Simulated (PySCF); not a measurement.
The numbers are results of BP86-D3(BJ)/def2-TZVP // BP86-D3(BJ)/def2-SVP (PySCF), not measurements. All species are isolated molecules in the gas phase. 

Reference species (SMILES): `[OH]` (neutral, multiplicity 2).

```
Quantity                          Value
-----------------------------  --------
highest occupied spin orbital  -7.30 eV
dipole moment                    1.74 D
```

Changed species: `[NH2]` (free radical NH2; the reference has free radical OH).

Problem. What does the change do to the highest occupied spin orbital and dipole moment?

Solution. the highest occupied spin orbital falls by 0.04 eV, to -7.34 eV; the dipole moment rises by 0.19 D, to 1.93 D.
